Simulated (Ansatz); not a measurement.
## Worked example: correlation energy of HAl–AlH⁺, doublet

Geometry: that of the HAl–AlH, singlet, kept fixed.

```xyz
4

Al    0.0000   -0.1535    1.3084
Al    0.0000    0.1535   -1.3084
H     0.0000    1.1439    2.2825
H     0.0000   -1.1439   -2.2825
```

Basis 6-31G; Ansatz 0.2.0. Correlated methods freeze the noble-gas cores, which leaves 7 electrons in 20 orbitals. R marks a restricted (for open shells ROHF) determinant, U an unrestricted one.

Full CI is exact within this basis and frozen core; it isn't the basis-set limit. The frozen core follows each run's orbitals, which can shift R against U totals by a few meV.

Runs differ by some tens of microhartree through their thresholds and, for an open shell, their frozen cores, so steps under 0.1 kcal/mol mean nothing.

| level | total energy (hartree) |
| --- | --- |
| UHF | -484.640762 |
| UMP2 | -484.688885 |
| UCCSD | -484.715179 |
| UCCSD(T) | -484.716609 |
| UCCSDT | -484.717440 |
| UCCSDT(Q) | -484.717508 |
| UCCSDTQ | -484.717527 |
| full CI | -484.717524 |

Question: What is the correlation energy at full CI, and what share of it do UMP2 and UCCSD recover?

Answer: E(corr) = -484.717524 − (-484.640762) = -0.076762 hartree = -2.089 eV. UMP2: -0.048123 / -0.076762 = 62.69 %. UCCSD: -0.074417 / -0.076762 = 96.95 %.

Question: By how many kcal/mol does UCCSD(T) miss full CI (1 hartree = 627.509 kcal/mol), and which steps make up the rest?

Answer: -484.716609 − (-484.717524) = 0.000915 hartree = 0.57 kcal/mol. Steps: UCCSDT − UCCSD(T) = -0.52, UCCSDT(Q) − UCCSDT = -0.04, UCCSDTQ − UCCSDT(Q) = -0.01, full CI − UCCSDTQ = 0.00 kcal/mol. That is within 1 kcal/mol of the reference in this basis, which itself misses far more of the correlation at the basis-set limit.
